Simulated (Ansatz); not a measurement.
hcp Tl was calculated with PBE0-D3(BJ) (Ansatz, an electronic-structure program, plane waves, PAW).

Input file:

Ansatz 0.2 input:
```yaml
crystal:
  lattice:
    - [1.7331180631, -3.0018485407, 0.0]
    - [1.7331180631, 3.0018485407, 0.0]
    - [0.0, 0.0, 5.5686708261]
  atoms:
    - { symbol: Tl, position: [0.3333333333, 0.6666666667, 0.25] }
    - { symbol: Tl, position: [0.6666666667, 0.3333333333, 0.75] }
basis:
  ecutwfc: 460
  ecutrho_ratio: 4
  xc_grid: 2
kpoints:
  mp_grid: { grid: [9, 9, 6] }
hamiltonian:
  xc: pbe0
  dispersion: d3bj
  pseudopotentials: { kind: paw }
scf:
  occupations: { method: fermi_dirac, width: 0.05 }
output:
  forces: true
  stress: true
  eigenvalues: true
relax:
  f_tol: 0.01
  escape_saddle: false
  max_steps: 80
  cell: { stress_tol: 0.05, fix: [volume] }
```

Output (set-up and result lines):

```
Relaxation: its limit of steps is 80 (relax.max_steps)
Crystal: 2 atoms, lattice volume = 57.943 Å³
Basis set: ecut = 460 eV, 1291 PW (Γ), exchange–correlation on 50×50×80 points (8 copies of the dense FFT grid, shifted against one another)
Bands: 17, of which v1, the nominal top of the filled ones, is band 13 counted from 1 (12 counted from 0)
Symmetry: 24 space group operations
Space group: P63/mmc (ITA 194), of the structure as read, at distance tolerance 3.9e-5 Å
k-points: 48 of 486
Functional: x = pbe(κ = 0.804, μ = 0.2195149727645171), c = pbe(β = 0.06672455060314922), warm-up for x = 0.75 pbe(κ = 0.804, μ = 0.2195149727645171) + 0.25 exact, c = pbe(β = 0.06672455060314922)
SCF iter   1: F=—  HF=-22889.083278 eV  |F-HF|=—  |Δ(HF+E_count)|=         —  Δρ=9.38e-4  dr2=5.79e-4
SCF iter   2: F=—  HF=-22889.083532 eV  |F-HF|=—  |Δ(HF+E_count)|=   2.54e-4  Δρ=3.53e-4  dr2=7.57e-5
  ...
SCF 1 converged in 7 iterations: F = -22889.083566 eV  dr2 = 4.62e-12
Crystal: 2 atoms, lattice volume = 57.943 Å³
Initial density: handed on by an earlier stage of this run
Functional: x = 0.75 pbe(κ = 0.804, μ = 0.2195149727645171) + 0.25 exact, c = pbe(β = 0.06672455060314922)
Crystal: 2 atoms, lattice volume = 57.943 Å³
SCF 3 converged in 6 iterations: F = -22890.033789 eV  dr2 = 5.13e-12
Crystal: 2 atoms, lattice volume = 57.943 Å³
SCF 4 converged in 2 iterations: F = -22890.033789 eV  dr2 = 7.74e-12
Crystal: 2 atoms, lattice volume = 57.943 Å³
Basis set: ecut = 460 eV, 1279 PW (Γ), exchange–correlation on 50×50×80 points (8 copies of the dense FFT grid, shifted against one another)
Crystal: 2 atoms, lattice volume = 57.943 Å³
SCF 6 converged in 3 iterations: F = -22890.033803 eV  dr2 = 1.15e-11
Crystal: 2 atoms, lattice volume = 57.943 Å³
SCF 7 converged in 3 iterations: F = -22890.033803 eV  dr2 = 1.51e-13
Crystal: 2 atoms, lattice volume = 57.943 Å³
SCF iter   1: F=—  HF=-22890.033803 eV  |F-HF|=—  |Δ(HF+E_count)|=         —  Δρ=3.04e-8  dr2=1.76e-13
SCF iter   2: F=-22890.033803 eV  HF=-22890.033803 eV  |F-HF|=3.64e-12  |Δ(HF+E_count)|=  7.28e-12  Δρ=1.52e-8  dr2=3.66e-14
SCF 8 converged in 2 iterations: F = -22890.033803 eV  dr2 = 3.66e-14
Free energy (F): -22890.033803 eV
Internal energy: -22890.032916 eV  (E = F + TS)
E sigma→0 (E₀):  -22890.033359 eV
Fermi energy:    10.235054 eV
--- Forces (eV/Å), atoms counted from 1 ---
  atom   1  Tl    -0.00000000    -0.00000000     0.00000000
  atom   2  Tl     0.00000000     0.00000000    -0.00000000
--- Stress (GPa, compression-positive) ---
       -0.909256      -0.000000      -0.000000
        0.000000      -0.909256       0.000000
       -0.000000       0.000000      -0.929042
  P = ⅓ Tr σ = -0.9159 GPa (-9.159 kbar)
```

The cell is one volume of an energy–volume scan, off the minimum.

The PAW data were made under PBE.

Note: the run warned that the count of filled bands differs between k points.

The result took about 6 core-minutes (a rough figure).
